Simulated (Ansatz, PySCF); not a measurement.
Wanted: the gas-phase enthalpy of formation of C=CF [fluoroethene] at 298 K. Reaction (SMILES): C=CF + C (CH4) -> C=C (C2H4) + CF (CH3F) [fluoromethane]; bond separation energy.

Each molecule is optimised on its own at B3LYP-D3(BJ)/def2-TZVP (Ansatz, an electronic-structure program). Cores are frozen in the correlated levels unless marked. UHF or UKS for open shells. No spin-orbit coupling. Non-relativistic. CBS(X,Y): correlation extrapolated as X^-3; Hartree-Fock from the larger set. The bracket is a focal-point correction in the basis named. Thermal terms are rigid-rotor harmonic-oscillator values from B3LYP-D3(BJ) frequencies (Ansatz or PySCF) at 298.15 K and 1 atm. 1 Eh = 627.5095 kcal/mol. PBE is always shown; the other two functionals were drawn at random. The atomisation route leaves out scalar relativity and anharmonic zero-point terms, the atoms' spin-orbit terms, and in the frozen-core level the core correlation. Atomic data: G2/97 table in ASE.

Tabulated enthalpies of formation of the partners: C (CH4) -17.8 kcal/mol, ATcT 1.112; C=C (C2H4) 12.6 kcal/mol, ATcT 1.112; CF (CH3F) -56.5 kcal/mol, ATcT 1.112.

```
level                                                                   computed ΔH of the reaction (kcal/mol)  ΔHf by atomisation and measured atoms (kcal/mol)
----------------------------------------------------------------------  --------------------------------------  ------------------------------------------------
PBE/def2-TZVPD (Ansatz)                                                                                    9.8                                             -50.4
r2SCAN-D4/def2-TZVPD (Ansatz + dftd4)                                                                     10.1                                             -35.4
wB97M-V/def2-TZVPD (Ansatz)                                                                                8.7                                             -34.7
RI-MP2/CBS(aug-cc-pVTZ,aug-cc-pVQZ)+[CCSD(T)-MP2]/aug-cc-pVTZ (Ansatz)                                     7.8                                             -33.8
```

Q: Derive ΔHf from the reaction at each level, and compare how far the levels part by the two routes.

A: 
The partners sum to -26.1 kcal/mol (products minus other reactants), so ΔHf = (-26.1 - ΔH):
- PBE/def2-TZVPD: -35.9; errors -1.8 by the reaction, -16.3 by atomisation
- r2SCAN-D4/def2-TZVPD: -36.2; errors -2.1 by the reaction, -1.3 by atomisation
- wB97M-V/def2-TZVPD: -34.8; errors -0.7 by the reaction, -0.6 by atomisation
- RI-MP2/CBS(aug-cc-pVTZ,aug-cc-pVQZ)+[CCSD(T)-MP2]/aug-cc-pVTZ: -33.9; errors +0.2 by the reaction, +0.3 by atomisation
All levels span 2.3 kcal/mol by the reaction and 16.6 by atomisation; without PBE they span 2.3 and 1.6. The errors are against the measured -34.1 kcal/mol (ATcT 1.112).
